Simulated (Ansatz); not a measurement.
Gas-phase electronic energies from Ansatz, PBE0-D4/def2-TZVP geometries. CCSD(T)/CBS adds triple-zeta CCSD(T) − MP2 to the extrapolated MP2 energy (def2 sets, frozen cores). Functionals use def2-TZVPP. HSE06 is defined as in plane-wave codes. Each species was taken in one conformer, which may not be the lowest.

`O=CCC1CO1` → `C#COC(C)O`  (isomerisation)

Task: Is it downhill or uphill in electronic energy at CCSD(T)/CBS, and by how much? (Best estimate.)

Result: The calculation gave: Uphill: ΔE = +75.1 kJ/mol.

Task: What do these levels give: LDA (SPW92), PBE-D4, revPBE-D4, r2SCANh-D4, r2SCAN0-D4, HSE06-D4, PBE, PBE0, HF/def2-SVP, MP2/def2-SVP, HF/def2-TZVPP, MP2/CBS(def2)? (An estimate is asked.)

Result: Computed: LDA (SPW92) 81.3, PBE-D4 93.5, revPBE-D4 99.0, r2SCANh-D4 87.8, r2SCAN0-D4 88.0, HSE06-D4 94.0, PBE 92.9, PBE0 93.7, HF/def2-SVP 76.3, MP2/def2-SVP 86.5, HF/def2-TZVPP 73.3, MP2/CBS(def2) 73.0 kJ/mol.

Largest T1 diagnostic among the species: 0.013.

In def2-TZVPP, CCSD(T) changes the Hartree–Fock value by +6.2 kJ/mol (the triples alone add −0.3 kJ/mol) and MP2 by +4.1 kJ/mol. At CCSD(T), def2-SVP lies +14.8 kJ/mol from the extrapolated value and def2-TZVPP +4.4 kJ/mol. Leaving LDA and LC-ωPBE aside and taking each functional with its dispersion term where it has one, the values, not all of them listed here, spread over 24.1 kJ/mol, from B2PLYP to revPBE-D4. LDA lies −11.6 kJ/mol from PBE without D4.
